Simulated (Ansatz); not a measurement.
## Other spins and charges of PH₂⁺, triplet at one geometry

Geometry (PBE0/def2-TZVP stationary point for this spin, not checked as a minimum):

```tsv
atom	x (Å)	y (Å)	z (Å)
P	0.0000	-0.0418	0.0000
H	0.0000	0.6425	-1.2397
H	0.0000	0.6425	1.2397
```

Basis cc-pVDZ; Ansatz 0.2.0. Correlated methods freeze the noble-gas cores. Prefix R: restricted or restricted open-shell reference; prefix U: unrestricted. Active spaces: valence = (6e, 6o) chosen from the atoms' valence shells.

Gaps are energies of the second state less the first, at fixed atoms, for a selection of the levels run; each method lands on the state that its own search finds for that charge and spin.

For open shells CISD and CISDTQ are restricted-active-space CI with the open shells as a complete middle space.

Task: PBE gives 9.039 eV for quintet less triplet. Estimate what full CI gives in cc-pVDZ.

Result: Full CI in cc-pVDZ gives 9.136 eV, so against it PBE is off by -0.097 eV.

| level | gap (eV) | error (meV) |
| --- | --- | --- |
| UHF | 8.843 | -293 |
| UMP2 | 9.116 | -20 |
| CISD | 9.079 | -57 |
| RCCSD | 9.140 | 4 |
| UCCSD | 9.141 | 5 |
| RCCSDTQ | 9.136 | 0 |
| CASSCF (valence space) | 9.219 | 83 |
| r2SCAN | 9.101 | -35 |
| B3LYP | 9.271 | 135 |
| RPA-PBE | 9.227 | 91 |

Singlet less triplet: -0.080 eV at full CI (triplet B1, singlet A1, in C2v).

```tsv
level	gap (eV)	error (meV)
RMP2	0.136	216
RCCSD(T)	-0.074	6
RCCSDT	-0.076	4
CISDTQ	-0.076	4
RCCSDT(Q)	-0.079	1
RCCSDTQ	-0.080	0
CASSCF (valence space)	-0.125	-45
NEVPT2 (valence space)	-0.045	35
MRCISD (valence space)	-0.081	-1
MRCISD+Q (valence space)	-0.076	4
```

Wrong sign: RMP2.

In so small a basis the reference is far from its limit while semilocal and hybrid functionals are nearer theirs (RPA and double hybrids share much of the reference's basis error), so the functionals' errors here hold much of the reference's basis and frozen-core error, which can add to them or hide them.

Full CI is exact within this basis and frozen core; it isn't the basis-set limit. The frozen core follows each run's orbitals, which can shift R against U totals by a few meV.
